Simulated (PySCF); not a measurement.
**Working out the ionisation energy of Cl**

Cl [Ne] 3s2 3p5 (2P) → Cl⁺ [Ne] 3s2 3p4 (3P). All numbers are calculated (PySCF 2.14, the non-relativistic Hamiltonian (point nucleus), in def2-TZVPPD (6s6p4d1f, 51 functions)). Frozen: 1s2. Energies in hartree (1 hartree = 27.21139 eV):

```tsv
part	Cl (lower)	Cl⁺ (upper)
UHF	-459.477169	-459.044585
MP2 opposite-spin	-0.232903	-0.205770
MP2 same-spin	-0.087353	-0.078760
```

Q: What does Hartree-Fock give?

A: (-459.044585) − (-459.477169) = 0.432584 hartree = 11.771 eV.

Q: What do MP2 and SCS-MP2 (6/5 opposite-spin, 1/3 same-spin) give?

A: The opposite-spin parts differ by 0.738 eV and the same-spin parts by 0.234 eV. MP2: 11.771 + (0.738) + (0.234) = 12.743 eV. SCS-MP2: 11.771 + 1.2 × (0.738) + (0.234)/3 = 12.735 eV.

Measured between the centres of the two terms (NIST): 12.974 eV, so MP2 (valence and next inner shell) is off by -0.231 eV.

What remains against the reference includes basis incompleteness, the frozen core and correlation beyond second order.
